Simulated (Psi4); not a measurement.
**HF (SMILES F) at M06-L/aug-pcseg-1 (sweep point 2)**

Wanted: the harmonic vibrations of HF. 

The results are computed with Psi4 1.11.

### Step 1. Starting point

The species is HF (2 atoms), meant as a singlet with charge 0. As SMILES, `F`. Geometry: optimised at M06-L/aug-pcseg-1.

Bond lengths: F1–H2 0.923 Å.

### Step 2. The harmonic vibrations at M06-L/aug-pcseg-1 (sweep point 2)

run.py

```python
import psi4

psi4.set_memory('1600 MB')
psi4.set_num_threads(1)
psi4.core.set_output_file('psi4.out', False)

m = psi4.geometry("""
0 1
F     -0.390109     0.144640    -0.196455
H      0.392051    -0.145360     0.197433
symmetry c1
""")

psi4.set_options(dict(basis='aug-pcseg-1', puream=True, scf_type='pk', dft_radial_points=99, dft_spherical_points=590, rotational_symmetry_number=1))

result, w = psi4.frequency('M06-L', molecule=m, return_wfn=True)
print(f'M06-L energy: {result:.10f} Eh')
print('wavenumbers / cm^-1:', w.frequencies().np.round(1))
for k in ('ZPVE', 'ENTHALPY', 'GIBBS FREE ENERGY'):
    print(f'{k}: {psi4.variable(k):.8f} Eh')
for k, v in sorted(psi4.core.scalar_variables().items()):
    print(f'{k:45s} {v:18.10f}')
```

Started as:

```
$ python run.py
```

What values should one expect? Wanted: total energy; dipole moment; harmonic wavenumber; zero-point energy; ideal-gas entropy at 298.15 K.

Answer, from the run:

Level: M06-L/aug-pcseg-1 (sweep point 2).

| quantity | value |
| --- | --- |
| total energy | -100.41084 Eh |
| dipole moment | 1.77 D |
| harmonic wavenumber | 4101 cm⁻¹ |
| zero-point energy | 24.5 kJ/mol |
| ideal-gas entropy at 298.15 K (symmetry number 1 as used) | 41.5 cal/(mol K) |

In words: The one mode is real, so the shape is a minimum at this level.
